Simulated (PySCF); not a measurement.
**Highest orbital energy against ionisation energy along group 15**

Calculated with PySCF 2.14, no spin-orbit coupling. Each cell gives −ε(HOMO) / ΔSCF in eV; NIST values include spin-orbit coupling, (s) semi-empirical, (t) theoretical.

| species | UHF | LDA | PBE | PBE0 | r2SCAN | NIST (lowest levels) |
| --- | --- | --- | --- | --- | --- | --- |
| N (aug-cc-pVQZ, non-relativistic) | 15.535 / 13.894 | 8.404 / 15.007 | 8.304 / 14.731 | 10.216 / 14.702 | 8.896 / 14.805 | 14.534 |
| P (aug-cc-pV(Q+d)Z, non-relativistic) | 10.669 / 9.906 | 6.297 / 10.578 | 6.295 / 10.490 | 7.535 / 10.530 | 6.694 / 10.625 | 10.487 |
| As (aug-cc-pVQZ-PP with ECP10MDF, ECP) | 10.042 / 9.409 | 5.936 / 9.981 | 5.901 / 9.844 | 7.079 / 9.912 | 6.297 / 10.065 | 9.789 |
| Sb (aug-cc-pVQZ-PP with ECP28MDF, ECP) | 9.097 / 8.576 | 5.521 / 9.121 | 5.464 / 8.964 | 6.521 / 9.040 | 5.828 / 9.167 | 8.608 |
| Bi (aug-cc-pVQZ-PP with ECP60MDF, ECP) | 8.682 / 8.206 | 5.286 / 8.753 | 5.197 / 8.567 | 6.206 / 8.639 | 5.559 / 8.762 | 7.286 |

Q: How far is −ε(HOMO) from ΔSCF on average for each method, and why?

A: UHF 0.81 eV; LDA -4.40 eV; PBE -4.29 eV; PBE0 -3.05 eV; r2SCAN -4.03 eV. Hartree-Fock orbital energies lack relaxation and so exceed the ΔSCF value; semilocal functionals have convex E(N) from self-interaction, so their HOMO lies far too high; exact exchange moves hybrids part of the way back.
